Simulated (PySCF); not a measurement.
# ClH: the cost of one run

The runs use PySCF 2.14.0; levels as typed in each script, gas phase, geometry from GFN2-xTB.

**1. Where the work starts**

SMILES `Cl`, 2 atoms, charge 0, spin multiplicity 1.

Bond lengths: Cl1–H2 1.277 Å.

As a file:

```xyz
2

Cl    0.0709    0.0000    0.0000
H    -1.2061    0.0000    0.0000
```

**2. Density, bond paths and surface potential (PBE0/def2-tzvp)**

File input.py:

```python
import numpy as np
from pyscf import gto, scf, dft
from pyscf.scf import atom_ks, atom_hf
from scipy.linalg import block_diag

def solve(mol, dm0=None, hcore=None):
    mf = (dft.UKS if mol.spin else dft.RKS)(mol, xc='pbe0')
    mf.grids.level = 3
    mf = mf.density_fit(auxbasis='def2-universal-jkfit')
    mf.conv_tol, mf.max_cycle = 1e-8, 80
    if hcore is not None:
        mf.get_hcore = lambda *args: hcore
    mf.kernel(dm0)
    if not mf.converged:
        mf = mf.newton().run(mf.mo_coeff, mf.mo_occ, max_cycle=30)
    assert mf.converged, 'SCF not converged'
    return mf

mol = gto.M(atom='''
Cl     0.07095     0.00000     0.00000
H     -1.20607     0.00000     0.00000
''', basis='def2-tzvp', charge=0, spin=0, verbose=4)
mf = solve(mol)
mf.analyze()
# spherically averaged free atoms, for the promolecule
atm = atom_ks.get_atm_nrks(mol, xc='pbe0')
pro = block_diag(*[(atm[a[0]][2] * atm[a[0]][3]) @ atm[a[0]][2].T for a in mol._atom])
np.savez('result.npz', e=mf.e_tot, c=mf.mo_coeff, occ=mf.mo_occ, eps=mf.mo_energy, pro=pro, dip=mf.dip_moment(verbose=0), s2=mf.spin_square()[0])
```

On the command line:

```bash
$ OMP_NUM_THREADS=1 python input.py
```

**Question.** How long does this run take on 1 thread of AMD EPYC 7R43 (Zen 3), shared host, and how much memory does it need?

About 2 s, with a peak of 0.17 GiB.
